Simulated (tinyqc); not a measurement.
Worked calculation (part 1 of 2): RKS/exchange-only LDA in the sto-3g basis, for H2O, spin multiplicity 1. Computed by tinyqc, a small Python program that keeps every step (integrals from PySCF). Settings: charge = 0, multiplicity = 1, basis = sto-3g, energy threshold = 1e-09, iteration cap = 86, orthogonalisation = symmetric, start = highest core orbitals, DIIS depth = 6, damping = 0.2, method = RKS, functional = Slater exchange alone, grid = [40, 50]. Command: `OMP_NUM_THREADS=1 python tinyqc.py 20424 20425 out.jsonl` (the two numbers bound the seeds that draw the settings). One thread of a shared host (Intel(R) Xeon(R) Processor @ 2.60GHz), about 0.7 s of CPU time with the checks. Later iterations appear only in the table of the cycle.

## One-electron integrals

Geometry (angstrom):
```
atom,x,y,z
O,0.0000,0.0000,0.0000
H,0.0000,0.7870,0.7130
H,0.0000,-0.7870,0.7130
```

Basis sto-3g: exponents (1/bohr^2) and contraction coefficients of normalised primitives:
```
element,l (shell),exponent,coefficient
O,s (1),130.7093,0.1543
O,s (1),23.8089,0.5353
O,s (1),6.4436,0.4446
O,s (2),5.0332,-0.1000
O,s (2),1.1696,0.3995
O,s (2),0.3804,0.7001
O,p (3),5.0332,0.1559
O,p (3),1.1696,0.6077
O,p (3),0.3804,0.3920
H,s (1),3.4253,0.1543
H,s (1),0.6239,0.5353
H,s (1),0.1689,0.4446
```

Overlap, kinetic and nuclear-attraction integrals over the contracted functions; the nuclear repulsion is the sum of Za Zb / Rab.

nuclear repulsion = 8.309112 hartree

overlap S:
```
,1O 1s,1O 2s,1O 2px,1O 2py,1O 2pz,2H 1s,3H 1s
1O 1s,1.0000,0.2367,0.0000,0.0000,0.0000,0.0421,0.0421
1O 2s,0.2367,1.0000,0.0000,0.0000,0.0000,0.4087,0.4087
1O 2px,0.0000,0.0000,1.0000,0.0000,0.0000,0.0000,0.0000
1O 2py,0.0000,0.0000,0.0000,1.0000,0.0000,0.2632,-0.2632
1O 2pz,0.0000,0.0000,0.0000,0.0000,1.0000,0.2385,0.2385
2H 1s,0.0421,0.4087,0.0000,0.2632,0.2385,1.0000,0.2307
3H 1s,0.0421,0.4087,0.0000,-0.2632,0.2385,0.2307,1.0000
```

kinetic energy T (hartree):
```
,1O 1s,1O 2s,1O 2px,1O 2py,1O 2pz,2H 1s,3H 1s
1O 1s,29.0032,-0.1680,0.0000,0.0000,0.0000,-0.0076,-0.0076
1O 2s,-0.1680,0.8081,0.0000,0.0000,0.0000,0.0840,0.0840
1O 2px,0.0000,0.0000,2.5287,0.0000,0.0000,0.0000,0.0000
1O 2py,0.0000,0.0000,0.0000,2.5287,0.0000,0.1558,-0.1558
1O 2pz,0.0000,0.0000,0.0000,0.0000,2.5287,0.1411,0.1411
2H 1s,-0.0076,0.0840,0.0000,0.1558,0.1411,0.7600,0.0041
3H 1s,-0.0076,0.0840,0.0000,-0.1558,0.1411,0.0041,0.7600
```

nuclear attraction V (hartree):
```
,1O 1s,1O 2s,1O 2px,1O 2py,1O 2pz,2H 1s,3H 1s
1O 1s,-61.6151,-7.4190,0.0000,0.0000,-0.0169,-1.3516,-1.3516
1O 2s,-7.4190,-10.0418,0.0000,0.0000,-0.2054,-3.2037,-3.2037
1O 2px,0.0000,0.0000,-9.9032,0.0000,0.0000,0.0000,0.0000
1O 2py,0.0000,0.0000,0.0000,-10.0109,0.0000,-1.8180,1.8180
1O 2pz,-0.0169,-0.2054,0.0000,0.0000,-9.9916,-1.7111,-1.7111
2H 1s,-1.3516,-3.2037,0.0000,-1.8180,-1.7111,-5.4523,-1.3669
3H 1s,-1.3516,-3.2037,0.0000,1.8180,-1.7111,-1.3669,-5.4523
```

core Hamiltonian H = T + V (hartree):
```
,1O 1s,1O 2s,1O 2px,1O 2py,1O 2pz,2H 1s,3H 1s
1O 1s,-32.6119,-7.5870,0.0000,0.0000,-0.0169,-1.3592,-1.3592
1O 2s,-7.5870,-9.2337,0.0000,0.0000,-0.2054,-3.1197,-3.1197
1O 2px,0.0000,0.0000,-7.3744,0.0000,0.0000,0.0000,0.0000
1O 2py,0.0000,0.0000,0.0000,-7.4822,0.0000,-1.6622,1.6622
1O 2pz,-0.0169,-0.2054,0.0000,0.0000,-7.4629,-1.5700,-1.5700
2H 1s,-1.3592,-3.1197,0.0000,-1.6622,-1.5700,-4.6922,-1.3628
3H 1s,-1.3592,-3.1197,0.0000,1.6622,-1.5700,-1.3628,-4.6922
```

## Two-electron integrals

Functions are numbered as in S; the eight-fold symmetry (ij|kl) = (ji|kl) = (kl|ij) leaves the list below.

Two-electron integrals (ij|kl) in chemists' order, unique and non-zero (hartree):
```
i,j,k,l,(ij|kl)
1,1,1,1,4.7851
2,1,1,1,0.7414
2,1,2,1,0.1369
2,2,1,1,1.1189
2,2,2,1,0.2566
2,2,2,2,0.8172
3,1,3,1,0.0245
3,2,3,1,0.0378
3,2,3,2,0.1805
3,3,1,1,1.1158
3,3,2,1,0.2567
3,3,2,2,0.8170
3,3,3,3,0.8802
4,1,4,1,0.0245
4,2,4,1,0.0378
4,2,4,2,0.1805
4,3,4,3,0.0474
4,4,1,1,1.1158
4,4,2,1,0.2567
4,4,2,2,0.8170
4,4,3,3,0.7853
4,4,4,4,0.8802
5,1,5,1,0.0245
5,2,5,1,0.0378
5,2,5,2,0.1805
5,3,5,3,0.0474
5,4,5,4,0.0474
5,5,1,1,1.1158
5,5,2,1,0.2567
5,5,2,2,0.8170
5,5,3,3,0.7853
5,5,4,4,0.7853
5,5,5,5,0.8802
6,1,1,1,0.1335
6,1,2,1,0.0244
6,1,2,2,0.0456
6,1,3,3,0.0455
6,1,4,1,0.0008
6,1,4,2,0.0016
6,1,4,4,0.0456
6,1,5,1,0.0008
6,1,5,2,0.0014
6,1,5,4,1.36e-04
6,1,5,5,0.0456
6,1,6,1,0.0044
6,2,1,1,0.3356
6,2,2,1,0.0780
6,2,2,2,0.2763
6,2,3,3,0.2715
6,2,4,1,0.0043
6,2,4,2,0.0337
6,2,4,4,0.2793
6,2,5,1,0.0039
6,2,5,2,0.0305
6,2,5,4,0.0070
6,2,5,5,0.2779
6,2,6,1,0.0142
6,2,6,2,0.1172
6,3,3,1,0.0080
6,3,3,2,0.0472
6,3,4,3,0.0069
6,3,5,3,0.0063
6,3,6,3,0.0164
6,4,1,1,0.1826
6,4,2,1,0.0430
6,4,2,2,0.1625
6,4,3,3,0.1552
6,4,4,1,0.0101
6,4,4,2,0.0659
6,4,4,4,0.1734
6,4,5,1,0.0019
6,4,5,2,0.0169
6,4,5,4,0.0102
6,4,5,5,0.1588
6,4,6,1,0.0082
6,4,6,2,0.0837
6,4,6,4,0.0755
6,5,1,1,0.1654
6,5,2,1,0.0389
6,5,2,2,0.1472
6,5,3,3,0.1406
6,5,4,1,0.0019
6,5,4,2,0.0169
6,5,4,4,0.1445
6,5,5,1,0.0097
6,5,5,2,0.0625
6,5,5,4,0.0105
6,5,5,5,0.1564
6,5,6,1,0.0074
6,5,6,2,0.0759
6,5,6,4,0.0536
6,5,6,5,0.0649
6,6,1,1,0.4859
6,6,2,1,0.1147
6,6,2,2,0.4671
6,6,3,3,0.4484
6,6,4,1,0.0080
6,6,4,2,0.0867
6,6,4,4,0.4788
6,6,5,1,0.0073
6,6,5,2,0.0785
6,6,5,4,0.0275
6,6,5,5,0.4734
6,6,6,1,0.0211
6,6,6,2,0.2531
6,6,6,4,0.2064
6,6,6,5,0.1870
6,6,6,6,0.7746
7,1,1,1,0.1335
7,1,2,1,0.0244
7,1,2,2,0.0456
7,1,3,3,0.0455
7,1,4,1,-0.0008
7,1,4,2,-0.0016
7,1,4,4,0.0456
7,1,5,1,0.0008
7,1,5,2,0.0014
7,1,5,4,-1.36e-04
7,1,5,5,0.0456
7,1,6,1,0.0044
7,1,6,2,0.0138
7,1,6,4,0.0073
7,1,6,5,0.0072
7,1,6,6,0.0203
7,1,7,1,0.0044
7,2,1,1,0.3356
7,2,2,1,0.0780
7,2,2,2,0.2763
7,2,3,3,0.2715
7,2,4,1,-0.0043
7,2,4,2,-0.0337
7,2,4,4,0.2793
7,2,5,1,0.0039
7,2,5,2,0.0305
7,2,5,4,-0.0070
7,2,5,5,0.2779
7,2,6,1,0.0138
7,2,6,2,0.0960
7,2,6,4,0.0473
7,2,6,5,0.0605
7,2,6,6,0.1710
7,2,7,1,0.0142
7,2,7,2,0.1172
7,3,3,1,0.0080
7,3,3,2,0.0472
7,3,4,3,-0.0069
7,3,5,3,0.0063
7,3,6,3,0.0130
7,3,7,3,0.0164
7,4,1,1,-0.1826
7,4,2,1,-0.0430
7,4,2,2,-0.1625
7,4,3,3,-0.1552
7,4,4,1,0.0101
7,4,4,2,0.0659
7,4,4,4,-0.1734
7,4,5,1,-0.0019
7,4,5,2,-0.0169
7,4,5,4,0.0102
7,4,5,5,-0.1588
7,4,6,1,-0.0073
7,4,6,2,-0.0473
7,4,6,4,-0.0107
7,4,6,5,-0.0292
7,4,6,6,-0.0749
7,4,7,1,-0.0082
7,4,7,2,-0.0837
7,4,7,4,0.0755
7,5,1,1,0.1654
7,5,2,1,0.0389
7,5,2,2,0.1472
7,5,3,3,0.1406
7,5,4,1,-0.0019
7,5,4,2,-0.0169
7,5,4,4,0.1445
7,5,5,1,0.0097
7,5,5,2,0.0625
7,5,5,4,-0.0105
7,5,5,5,0.1564
7,5,6,1,0.0072
7,5,6,2,0.0605
7,5,6,4,0.0292
7,5,6,5,0.0506
7,5,6,6,0.1181
7,5,7,1,0.0074
7,5,7,2,0.0759
7,5,7,4,-0.0536
7,5,7,5,0.0649
7,6,1,1,0.1340
7,6,2,1,0.0315
7,6,2,2,0.1220
7,6,3,3,0.1189
7,6,4,4,0.1210
7,6,5,1,0.0024
7,6,5,2,0.0227
7,6,5,5,0.1261
7,6,6,1,0.0057
7,6,6,2,0.0526
7,6,6,4,0.0325
7,6,6,5,0.0383
7,6,6,6,0.1211
7,6,7,1,0.0057
7,6,7,2,0.0526
7,6,7,4,-0.0325
7,6,7,5,0.0383
7,6,7,6,0.0297
7,7,1,1,0.4859
7,7,2,1,0.1147
7,7,2,2,0.4671
7,7,3,3,0.4484
7,7,4,1,-0.0080
7,7,4,2,-0.0867
7,7,4,4,0.4788
7,7,5,1,0.0073
7,7,5,2,0.0785
7,7,5,4,-0.0275
7,7,5,5,0.4734
7,7,6,1,0.0203
7,7,6,2,0.1710
7,7,6,4,0.0749
7,7,6,5,0.1181
7,7,6,6,0.3310
7,7,7,1,0.0211
7,7,7,2,0.2531
7,7,7,4,-0.2064
7,7,7,5,0.1870
7,7,7,6,0.1211
7,7,7,7,0.7746
```

## Orthogonalisation

S = U s U^T; symmetric (Loewdin) form X = U s^(-1/2) U^T, so that X^T S X = 1.

eigenvalues of S: 0.4106  0.4950  0.8793  1.0000  1.1075  1.2743  1.8334

X:
```
,1O 1s,1O 2s,1O 2px,1O 2py,1O 2pz,2H 1s,3H 1s
1O 1s,1.0238,-0.1382,0.0000,0.0000,-0.0088,0.0195,0.0195
1O 2s,-0.1382,1.1750,0.0000,0.0000,0.0874,-0.2361,-0.2361
1O 2px,0.0000,0.0000,1.0000,0.0000,0.0000,0.0000,0.0000
1O 2py,0.0000,0.0000,0.0000,1.0744,0.0000,-0.1809,0.1809
1O 2pz,-0.0088,0.0874,0.0000,0.0000,1.0498,-0.1352,-0.1352
2H 1s,0.0195,-0.2361,0.0000,-0.1809,-0.1352,1.1500,-0.0829
3H 1s,0.0195,-0.2361,0.0000,0.1809,-0.1352,-0.0829,1.1500
```

## Starting guess

The start is the highest orbitals of the core Hamiltonian (a deliberately bad start); D = 2 C_occ C_occ^T.

D at the start:
```
,1O 1s,1O 2s,1O 2px,1O 2py,1O 2pz,2H 1s,3H 1s
1O 1s,0.0233,-0.1265,0.0000,0.0000,0.1517,0.0713,0.0713
1O 2s,-0.1265,0.8163,0.0000,0.0000,-0.4962,-0.7494,-0.7494
1O 2px,0.0000,0.0000,2.0000,0.0000,0.0000,0.0000,0.0000
1O 2py,0.0000,0.0000,0.0000,2.4393,0.0000,-0.8346,0.8346
1O 2pz,0.1517,-0.4962,0.0000,0.0000,1.8291,-0.4594,-0.4594
2H 1s,0.0713,-0.7494,0.0000,-0.8346,-0.4594,2.8216,-0.3493
3H 1s,0.0713,-0.7494,0.0000,0.8346,-0.4594,-0.3493,2.8216
```

## Iteration 1: exchange-correlation on the grid

Becke grid with 40 radial and 50 angular points per atom, points of zero weight dropped. rho = sum D_ij phi_i phi_j; V_xc,ij = sum w v_xc phi_i phi_j; v_xc is d(rho eps)/d rho.

The 16 grid points with the largest w rho, of 5954 (bohr, atomic units):
```
x,y,z,w,rho,eps_xc,v_xc
0.0000,0.7986,-0.7986,0.0598,0.4063,-0.5470,-0.7294
0.0000,-0.7986,-0.7986,0.0598,0.4063,-0.5470,-0.7294
0.0000,0.6876,-0.6876,0.0399,0.5964,-0.6217,-0.8289
0.0000,-0.6876,-0.6876,0.0399,0.5964,-0.6217,-0.8289
-0.7986,0.0000,-0.7986,0.0599,0.3851,-0.5373,-0.7165
0.7986,0.0000,-0.7986,0.0599,0.3851,-0.5373,-0.7165
-0.6876,0.0000,-0.6876,0.0399,0.5637,-0.6101,-0.8135
0.6876,0.0000,-0.6876,0.0399,0.5637,-0.6101,-0.8135
0.0000,0.9218,-0.9218,0.0882,0.2469,-0.4633,-0.6178
0.0000,-0.9218,-0.9218,0.0882,0.2469,-0.4633,-0.6178
-0.6521,0.6521,-0.6521,0.0559,0.3893,-0.5393,-0.7190
0.6521,0.6521,-0.6521,0.0559,0.3893,-0.5393,-0.7190
0.6521,-0.6521,-0.6521,0.0559,0.3893,-0.5393,-0.7190
-0.6521,-0.6521,-0.6521,0.0559,0.3893,-0.5393,-0.7190
-0.3405,0.3405,-1.0216,0.0535,0.4011,-0.5447,-0.7262
0.3405,-0.3405,-1.0216,0.0535,0.4011,-0.5447,-0.7262
```

electrons on the grid, sum of w rho = 9.9987

E_xc = sum of w rho eps_xc = -4.692834 hartree

V_xc (hartree):
```
,1O 1s,1O 2s,1O 2px,1O 2py,1O 2pz,2H 1s,3H 1s
1O 1s,-0.8595,-0.2173,0.0000,0.0000,0.0050,-0.0381,-0.0381
1O 2s,-0.2173,-0.6912,0.0000,0.0000,0.0401,-0.2311,-0.2311
1O 2px,0.0000,0.0000,-0.6866,0.0000,0.0000,0.0000,0.0000
1O 2py,0.0000,0.0000,0.0000,-0.7079,0.0000,-0.1450,0.1450
1O 2pz,0.0050,0.0401,0.0000,0.0000,-0.6804,-0.1218,-0.1218
2H 1s,-0.0381,-0.2311,0.0000,-0.1450,-0.1218,-0.4973,-0.1025
3H 1s,-0.0381,-0.2311,0.0000,0.1450,-0.1218,-0.1025,-0.4973
```

## Iteration 1: building the Kohn-Sham matrix

J_ij = sum D_kl (ij|kl); F = H + J + V_xc; E = tr D H + tr D J / 2 + E_xc + E_nn.

Coulomb J (hartree):
```
,1O 1s,1O 2s,1O 2px,1O 2py,1O 2pz,2H 1s,3H 1s
1O 1s,8.5980,1.9847,0.0000,0.0000,-0.0265,0.3515,0.3515
1O 2s,1.9847,6.6717,0.0000,0.0000,-0.0028,2.4173,2.4173
1O 2px,0.0000,0.0000,6.6101,0.0000,0.0000,0.0000,0.0000
1O 2py,0.0000,0.0000,0.0000,6.7307,0.0000,1.4906,-1.4906
1O 2pz,-0.0265,-0.0028,0.0000,0.0000,6.6698,1.3623,1.3623
2H 1s,0.3515,2.4173,0.0000,1.4906,1.3623,4.8738,1.1644
3H 1s,0.3515,2.4173,0.0000,-1.4906,1.3623,1.1644,4.8738
```

Kohn-Sham matrix F (hartree):
```
,1O 1s,1O 2s,1O 2px,1O 2py,1O 2pz,2H 1s,3H 1s
1O 1s,-24.8734,-5.8196,0.0000,0.0000,-0.0384,-1.0459,-1.0459
1O 2s,-5.8196,-3.2533,0.0000,0.0000,-0.1681,-0.9336,-0.9336
1O 2px,0.0000,0.0000,-1.4509,0.0000,0.0000,0.0000,0.0000
1O 2py,0.0000,0.0000,0.0000,-1.4594,0.0000,-0.3166,0.3166
1O 2pz,-0.0384,-0.1681,0.0000,0.0000,-1.4735,-0.3294,-0.3294
2H 1s,-1.0459,-0.9336,0.0000,-0.3166,-0.3294,-0.3157,-0.3009
3H 1s,-1.0459,-0.9336,0.0000,0.3166,-0.3294,-0.3009,-0.3157
```

total energy of this density = -27.820040 hartree

This density is the starting one.

## Iteration 1: diagonalisation and new density

Diagonalise F' = X^T F X, C = X C', fill 5 alpha and 5 beta electrons from the bottom; D = 2 C_occ C_occ^T; the new density keeps 0.2 of the old one (damping). Each column has its largest component positive (the first on a tie).

F' = X^T F X (hartree):
```
,1,2,3,4,5,6,7
1,-24.5584,-2.6529,0.0000,0.0000,-0.0266,-0.1855,-0.1855
2,-2.6529,-2.2637,0.0000,0.0000,-0.1485,-0.3140,-0.3140
3,0.0000,0.0000,-1.4509,0.0000,0.0000,0.0000,0.0000
4,0.0000,0.0000,0.0000,-1.4394,0.0000,-0.1532,0.1532
5,-0.0266,-0.1485,0.0000,0.0000,-1.4683,-0.1221,-0.1221
6,-0.1855,-0.3140,0.0000,-0.1532,-0.1221,0.0784,-0.0860
7,-0.1855,-0.3140,0.0000,0.1532,-0.1221,-0.0860,0.0784
```

orbital energies (hartree): MO1 -24.8738, MO2 -2.0860, MO3 -1.4681, MO4 -1.4509, MO5 -1.4303, MO6 0.0919, MO7 0.1932

coefficients C:
```
,MO1,MO2,MO3,MO4,MO5,MO6,MO7
1O 1s,1.0009,-0.2408,0.0000,0.0000,0.0646,0.0644,0.0000
1O 2s,-0.0040,1.0647,0.0000,0.0000,-0.2698,-0.5591,0.0000
1O 2px,0.0000,0.0000,0.0000,1.0000,0.0000,0.0000,0.0000
1O 2py,0.0000,0.0000,1.0314,0.0000,0.0000,0.0000,-0.3949
1O 2pz,0.0011,0.3335,0.0000,0.0000,0.9727,-0.2984,0.0000
2H 1s,0.0010,-0.1028,-0.0646,0.0000,-0.0366,0.7950,0.8880
3H 1s,0.0010,-0.1028,0.0646,0.0000,-0.0366,0.7950,-0.8880
```

D after iteration 1:
```
,1O 1s,1O 2s,1O 2px,1O 2py,1O 2pz,2H 1s,3H 1s
1O 1s,1.7068,-0.4698,0.0000,0.0000,0.0042,0.0517,0.0517
1O 2s,-0.4698,2.0935,0.0000,0.0000,0.0490,-0.3092,-0.3092
1O 2px,0.0000,0.0000,2.0000,0.0000,0.0000,0.0000,0.0000
1O 2py,0.0000,0.0000,0.0000,2.1898,0.0000,-0.2735,0.2735
1O 2pz,0.0042,0.0490,0.0000,0.0000,2.0577,-0.2037,-0.2037
2H 1s,0.0517,-0.3092,0.0000,-0.2735,-0.2037,0.5900,-0.0575
3H 1s,0.0517,-0.3092,0.0000,0.2735,-0.2037,-0.0575,0.5900
```

## Iteration 2: exchange-correlation on the grid

As before.

The 16 grid points with the largest w rho, of 5954 (bohr, atomic units):
```
x,y,z,w,rho,eps_xc,v_xc
0.0000,0.7986,-0.7986,0.0598,0.4087,-0.5481,-0.7308
0.0000,-0.7986,-0.7986,0.0598,0.4087,-0.5481,-0.7308
0.0000,0.6876,-0.6876,0.0399,0.6013,-0.6234,-0.8312
0.0000,-0.6876,-0.6876,0.0399,0.6013,-0.6234,-0.8312
0.7986,0.0000,-0.7986,0.0599,0.3987,-0.5436,-0.7248
-0.7986,0.0000,-0.7986,0.0599,0.3987,-0.5436,-0.7248
-0.6876,0.0000,-0.6876,0.0399,0.5860,-0.6180,-0.8240
0.6876,0.0000,-0.6876,0.0399,0.5860,-0.6180,-0.8240
-0.6876,0.6876,0.0000,0.0394,0.5832,-0.6171,-0.8227
0.6876,-0.6876,0.0000,0.0394,0.5832,-0.6171,-0.8227
0.6876,0.6876,0.0000,0.0394,0.5832,-0.6171,-0.8227
-0.6876,-0.6876,0.0000,0.0394,0.5832,-0.6171,-0.8227
-0.7986,0.7986,0.0000,0.0579,0.3938,-0.5414,-0.7218
0.7986,-0.7986,0.0000,0.0579,0.3938,-0.5414,-0.7218
0.7986,0.7986,0.0000,0.0579,0.3938,-0.5414,-0.7218
-0.7986,-0.7986,0.0000,0.0579,0.3938,-0.5414,-0.7218
```

electrons on the grid, sum of w rho = 9.9993

E_xc = sum of w rho eps_xc = -7.771198 hartree

V_xc (hartree):
```
,1O 1s,1O 2s,1O 2px,1O 2py,1O 2pz,2H 1s,3H 1s
1O 1s,-2.6446,-0.3879,0.0000,0.0000,0.0004,-0.0701,-0.0701
1O 2s,-0.3879,-0.7606,0.0000,0.0000,0.0038,-0.2330,-0.2330
1O 2px,0.0000,0.0000,-0.7545,0.0000,0.0000,0.0000,0.0000
1O 2py,0.0000,0.0000,0.0000,-0.7597,0.0000,-0.1315,0.1315
1O 2pz,0.0004,0.0038,0.0000,0.0000,-0.7552,-0.1183,-0.1183
2H 1s,-0.0701,-0.2330,0.0000,-0.1315,-0.1183,-0.3541,-0.0894
3H 1s,-0.0701,-0.2330,0.0000,0.1315,-0.1183,-0.0894,-0.3541
```

## Iteration 2: building the Kohn-Sham matrix

As before.

Coulomb J (hartree):
```
,1O 1s,1O 2s,1O 2px,1O 2py,1O 2pz,2H 1s,3H 1s
1O 1s,16.6202,3.2393,0.0000,0.0000,-0.0025,0.5780,0.5780
1O 2s,3.2393,8.3910,0.0000,0.0000,0.0012,2.7954,2.7954
1O 2px,0.0000,0.0000,8.3743,0.0000,0.0000,0.0000,0.0000
1O 2py,0.0000,0.0000,0.0000,8.3953,0.0000,1.6320,-1.6320
1O 2pz,-0.0025,0.0012,0.0000,0.0000,8.3838,1.4802,1.4802
2H 1s,0.5780,2.7954,0.0000,1.6320,1.4802,4.7287,1.2279
3H 1s,0.5780,2.7954,0.0000,-1.6320,1.4802,1.2279,4.7287
```

Kohn-Sham matrix F (hartree):
```
,1O 1s,1O 2s,1O 2px,1O 2py,1O 2pz,2H 1s,3H 1s
1O 1s,-18.6363,-4.7355,0.0000,0.0000,-0.0190,-0.8513,-0.8513
1O 2s,-4.7355,-1.6033,0.0000,0.0000,-0.2005,-0.5573,-0.5573
1O 2px,0.0000,0.0000,0.2453,0.0000,0.0000,0.0000,0.0000
1O 2py,0.0000,0.0000,0.0000,0.1535,0.0000,-0.1618,0.1618
1O 2pz,-0.0190,-0.2005,0.0000,0.0000,0.1657,-0.2080,-0.2080
2H 1s,-0.8513,-0.5573,0.0000,-0.1618,-0.2080,-0.3176,-0.2243
3H 1s,-0.8513,-0.5573,0.0000,0.1618,-0.2080,-0.2243,-0.3176
```

total energy of this density = -65.350729 hartree

This density is a damped mixture and is not idempotent.

## Iteration 2: DIIS over 2 matrices

error matrix X^T (FDS - SDF) X:
```
,1,2,3,4,5,6,7
1,0.0000,0.0015,0.0000,0.0000,0.0673,-0.1114,-0.1114
2,-0.0015,0.0000,0.0000,0.0000,0.1055,0.2020,0.2020
3,0.0000,0.0000,0.0000,0.0000,0.0000,0.0000,0.0000
4,0.0000,0.0000,0.0000,0.0000,0.0000,0.4032,-0.4032
5,-0.0673,-0.1055,0.0000,0.0000,0.0000,0.2558,0.2558
6,0.1114,-0.2020,0.0000,-0.4032,-0.2558,0.0000,0.0000
7,0.1114,-0.2020,0.0000,0.4032,-0.2558,0.0000,0.0000
```

B (overlaps of the stored error matrices):
```
,1,2
1,2.3604863e-01,-2.3194243e-01
2,-2.3194243e-01,1.1559269e+00
```

Minimise |sum c_i e_i|^2 with sum c_i = 1: solve [B -1; -1 0][c; lambda] = [0; -1] with B_ij = tr e_i^T e_j, and take F = sum c_i F_i.

DIIS coefficients: 0.7478  0.2522

extrapolated F (hartree):
```
,1O 1s,1O 2s,1O 2px,1O 2py,1O 2pz,2H 1s,3H 1s
1O 1s,-23.3006,-5.5462,0.0000,0.0000,-0.0335,-0.9968,-0.9968
1O 2s,-5.5462,-2.8372,0.0000,0.0000,-0.1762,-0.8387,-0.8387
1O 2px,0.0000,0.0000,-1.0232,0.0000,0.0000,0.0000,0.0000
1O 2py,0.0000,0.0000,0.0000,-1.0527,0.0000,-0.2776,0.2776
1O 2pz,-0.0335,-0.1762,0.0000,0.0000,-1.0601,-0.2988,-0.2988
2H 1s,-0.9968,-0.8387,0.0000,-0.2776,-0.2988,-0.3162,-0.2816
3H 1s,-0.9968,-0.8387,0.0000,0.2776,-0.2988,-0.2816,-0.3162
```

## Iteration 2: diagonalisation and new density

As before.

F' = X^T F X (hartree):
```
,1,2,3,4,5,6,7
1,-22.9766,-2.6220,0.0000,0.0000,-0.0269,-0.1690,-0.1690
2,-2.6220,-1.8460,0.0000,0.0000,-0.1296,-0.2999,-0.2999
3,0.0000,0.0000,-1.0232,0.0000,0.0000,0.0000,0.0000
4,0.0000,0.0000,0.0000,-1.0016,0.0000,-0.1736,0.1736
5,-0.0269,-0.1296,0.0000,0.0000,-1.0324,-0.1395,-0.1395
6,-0.1690,-0.2999,0.0000,-0.1736,-0.1395,0.0437,-0.0825
7,-0.1690,-0.2999,0.0000,0.1736,-0.1395,-0.0825,0.0437
```

orbital energies (hartree): MO1 -23.3007, MO2 -1.6682, MO3 -1.0527, MO4 -1.0232, MO5 -1.0098, MO6 0.0851, MO7 0.1772

coefficients C:
```
,MO1,MO2,MO3,MO4,MO5,MO6,MO7
1O 1s,0.9996,-0.2424,0.0000,0.0000,0.0666,0.0746,0.0000
1O 2s,0.0017,1.0388,0.0000,0.0000,-0.2849,-0.5988,0.0000
1O 2px,0.0000,0.0000,0.0000,1.0000,0.0000,0.0000,0.0000
1O 2py,0.0000,0.0000,0.9997,0.0000,0.0000,0.0000,-0.4694
1O 2pz,0.0016,0.3084,0.0000,0.0000,0.9617,-0.3558,0.0000
2H 1s,-0.0002,-0.0634,0.0007,0.0000,-0.0031,0.7999,0.8904
3H 1s,-0.0002,-0.0634,-0.0007,0.0000,-0.0031,0.7999,-0.8904
```

D after iteration 2:
```
,1O 1s,1O 2s,1O 2px,1O 2py,1O 2pz,2H 1s,3H 1s
1O 1s,2.0413,-0.5245,0.0000,0.0000,-0.0136,0.0342,0.0342
1O 2s,-0.5245,2.2753,0.0000,0.0000,0.0840,-0.1658,-0.1658
1O 2px,0.0000,0.0000,2.0000,0.0000,0.0000,0.0000,0.0000
1O 2py,0.0000,0.0000,0.0000,2.0369,0.0000,-0.0537,0.0537
1O 2pz,-0.0136,0.0840,0.0000,0.0000,2.0433,-0.0767,-0.0767
2H 1s,0.0342,-0.1658,0.0000,-0.0537,-0.0767,0.1245,-0.0051
3H 1s,0.0342,-0.1658,0.0000,0.0537,-0.0767,-0.0051,0.1245
```

## Iteration 23 (converged): orbitals

converged F (hartree):
```
,1O 1s,1O 2s,1O 2px,1O 2py,1O 2pz,2H 1s,3H 1s
1O 1s,-18.1879,-4.7366,0.0000,0.0000,-0.0192,-0.8509,-0.8509
1O 2s,-4.7366,-1.8528,0.0000,0.0000,-0.1421,-0.6089,-0.6089
1O 2px,0.0000,0.0000,0.0050,0.0000,0.0000,0.0000,0.0000
1O 2py,0.0000,0.0000,0.0000,-0.1065,0.0000,-0.1859,0.1859
1O 2pz,-0.0192,-0.1421,0.0000,0.0000,-0.0846,-0.2078,-0.2078
2H 1s,-0.8509,-0.6089,0.0000,-0.1859,-0.2078,-0.2774,-0.2274
3H 1s,-0.8509,-0.6089,0.0000,0.1859,-0.2078,-0.2274,-0.2774
```

Diagonalise F' = X^T F X, C = X C', fill 5 alpha and 5 beta electrons from the bottom; D = 2 C_occ C_occ^T. Each column has its largest component positive (the first on a tie).

F' = X^T F X (hartree):
```
,1,2,3,4,5,6,7
1,-17.8192,-2.5619,0.0000,0.0000,-0.0376,-0.1086,-0.1086
2,-2.5619,-0.8711,0.0000,0.0000,-0.0286,-0.2774,-0.2774
3,0.0000,0.0000,0.0050,0.0000,0.0000,0.0000,0.0000
4,0.0000,0.0000,0.0000,0.0183,0.0000,-0.2266,0.2266
5,-0.0376,-0.0286,0.0000,0.0000,-0.0029,-0.1788,-0.1788
6,-0.1086,-0.2774,0.0000,-0.2266,-0.1788,0.0083,-0.0746
7,-0.1086,-0.2774,0.0000,0.2266,-0.1788,-0.0746,0.0083
```

orbital energies (hartree): MO1 -18.2005, MO2 -0.7328, MO3 -0.2715, MO4 -0.1253, MO5 0.0050, MO6 0.2992, MO7 0.3728

coefficients C:
```
,MO1,MO2,MO3,MO4,MO5,MO6,MO7
1O 1s,0.9927,-0.2298,0.0000,0.1318,0.0000,-0.1113,0.0000
1O 2s,0.0318,0.8148,0.0000,-0.6244,0.0000,0.6813,0.0000
1O 2px,0.0000,0.0000,0.0000,0.0000,1.0000,0.0000,0.0000
1O 2py,0.0000,0.0000,0.6253,0.0000,0.0000,0.0000,0.9103
1O 2pz,0.0044,0.1898,0.0000,0.6959,0.0000,0.7913,0.0000
2H 1s,-0.0069,0.1761,0.4506,0.3221,0.0000,-0.7135,-0.7679
3H 1s,-0.0069,0.1761,-0.4506,0.3221,0.0000,-0.7135,0.7679
```

D after iteration 23:
```
,1O 1s,1O 2s,1O 2px,1O 2py,1O 2pz,2H 1s,3H 1s
1O 1s,2.1112,-0.4759,0.0000,0.0000,0.1050,-0.0097,-0.0097
1O 2s,-0.4759,2.1095,0.0000,0.0000,-0.5594,-0.1157,-0.1157
1O 2px,0.0000,0.0000,2.0000,0.0000,0.0000,0.0000,0.0000
1O 2py,0.0000,0.0000,0.0000,0.7821,0.0000,0.5635,-0.5635
1O 2pz,0.1050,-0.5594,0.0000,0.0000,1.0407,0.5150,0.5150
2H 1s,-0.0097,-0.1157,0.0000,0.5635,0.5150,0.6756,-0.1365
3H 1s,-0.0097,-0.1157,0.0000,-0.5635,0.5150,-0.1365,0.6756
```
